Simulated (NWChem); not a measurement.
System: sulfur dioxide (SO$_{2}$); SMILES O=S=O

Input file for NWChem:

```
start job
memory heap 200 mb stack 900 mb global 1100 mb
geometry units angstroms noautosym nocenter noautoz
  O      1.250381     0.000000     0.373591
  S      0.000000     0.000000    -0.369092
  O     -1.250381     0.000000     0.373591
end
basis spherical
  * library 6-31g*
end
dft
  xc hfexch
  iterations 150
end
property
  response 1 0.0
end
task dft property
```

The geometry was optimised at PBE0/def2-SVP.

Static field.

Problem. Predict the main results of this run. (Hartree-Fock/6-31G* (spherical d).) Quantities: basis functions; isotropic polarisability (bohr³); anisotropy (bohr³).

Solution. 
```yaml
number_of_basis_functions: 46
isotropic polarisability (bohr³): 18.7
anisotropy (bohr³): 14.9
```
